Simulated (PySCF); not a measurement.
How the method moves the HOMO and LUMO of 2-propanamine

2-propanamine, C₃H₉N.
Cartesian coordinates in Å at the PBE0-D3(BJ)/def2-SVP level; atoms count from 1:
```
atom  x, y, z in Å
C1    -0.6247    1.1382    0.4914
C2    -0.0549    0.0072   -0.3510
C3     1.3315   -0.3979    0.1256
N4    -0.9409   -1.1431   -0.2617
H5     0.0211    2.0284    0.4533
H6    -0.7236    0.8161    1.5398
H7    -1.6241    1.4357    0.1345
H8     0.0500    0.3884   -1.3923
H9     1.7472   -1.2051   -0.4991
H10    1.2821   -0.7657    1.1624
H11    2.0313    0.4504    0.0839
H12   -0.5979   -1.9000   -0.8508
H13   -1.8665   -0.9049   -0.6138
```

Basis pcSseg-2 throughout (PySCF), one geometry. One conformer (not necessarily the lowest) at the PBE0-D3(BJ)/def2-SVP geometry, without solvent, vibrations or thermal averaging.

Q: How do the orbital energies, the gap and the dipole change with the method?

A: 
```tsv
method	kind	HOMO (eV)	LUMO (eV)	gap (eV)	μ (D)	SCF cycles
BLYP	GGA	-5.35	-0.26	5.10	1.27	14
OPBE	GGA	-5.36	-0.10	5.26	1.22	14
PBE	GGA	-5.44	-0.24	5.20	1.27	14
B97-D	GGA	-5.45	-0.09	5.36	1.26	14
LDA	LDA	-5.54	-0.34	5.20	1.32	13
BP86	GGA	-5.55	-0.09	5.45	1.27	14
KT3	GGA	-5.59	-0.40	5.19	1.21	14
KT2	GGA	-5.59	-0.22	5.37	1.24	14
B97-2	global hybrid	-6.63	0.53	7.15	1.29	12
B3LYP	global hybrid	-6.68	0.17	6.85	1.30	12
PBE0	global hybrid	-6.89	0.49	7.38	1.30	12
mPW1PW91	global hybrid	-6.92	0.48	7.40	1.30	12
BHandHLYP	global hybrid	-8.32	1.00	9.31	1.33	12
CAM-B3LYP	range-separated hybrid	-8.36	1.15	9.51	1.34	12
wB97X-D	range-separated hybrid	-8.82	2.19	11.01	1.34	13
LC-wPBE	range-separated hybrid	-9.72	2.32	12.04	1.36	13
HF	Hartree–Fock	-10.56	2.64	13.19	1.37	10
```

The HOMO spans 5.20 eV, from BLYP down to HF, and the gap runs from 5.10 eV (BLYP) to 13.19 eV (HF). Over the methods BLYP (0 %), OPBE (0 %), PBE (0 %), B97-D (0 %), LDA (0 %), BP86 (0 %), KT3 (0 %), KT2 (0 %), B97-2 (21 %), B3LYP (20 %), PBE0 (25 %), mPW1PW91 (25 %), BHandHLYP (50 %), HF (100 %), a straight line through the gap against the share of exact exchange rises by 0.80 eV for each 10 % (correlation coefficient 0.999). The dipole ranges from 1.21 D (KT3) to 1.37 D (HF). This basis has no diffuse functions.

The vertical ΔSCF ionisation energy at CAM-B3LYP/def2-SVPD is 9.43 eV; −ε(HOMO) comes closest to it with LC-wPBE (9.72 eV).
